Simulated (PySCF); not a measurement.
Species, as SMILES: N (NH3).
Geometry (B3LYP-D3(BJ)/def2-TZVP, fixed):
```
N
H 1 1.0136
H 1 1.0136 2 107.33
H 1 1.0136 2 107.33 3 -115.09
```

Basis-set convergence of the lowest singlet excitation energy at CAM-B3LYP with PySCF. Tamm-Dancoff approximation; the state is taken by its order, and sets in which it differs in degeneracy or brightness are left out, yet its character can still change. All functions are spherical. Density fitting with generated auxiliary sets. No added dispersion term, no relativity. Reference: the value in d-aug-cc-pVTZ, 6.167 eV, itself unsure by roughly 0.005 eV (its mean distance from aug-pcseg-3, aug-cc-pVQZ, aug-pcseg-2).

| basis | functions | lowest singlet excitation energy (eV) |
|---|---|---|
| 6-31G** | 29 | ___ |
| def2-SVPD | 44 | ___ |
| aug-pcseg-1 | 50 | 6.170 |
| 6-311++G(2d,2p) | 57 | 6.171 |
| cc-pVTZ | 72 | 6.842 |
| pcseg-2 | 72 | 6.519 |
| def2-TZVPPD | 88 | ___ |
| aug-cc-pVTZ | 115 | 6.169 |
| aug-pcseg-2 | 115 | 6.171 |
| cc-pVQZ | 145 | 6.661 |
| pcseg-3 | 159 | 6.342 |
| aug-cc-pVQZ | 218 | 6.174 |
| aug-pcseg-3 | 232 | 6.171 |

Task: Complete the blanks.

Result: 
- 6-31G**, lowest singlet excitation energy (eV): 7.768
- def2-SVPD, lowest singlet excitation energy (eV): 6.955
- def2-TZVPPD, lowest singlet excitation energy (eV): 6.450
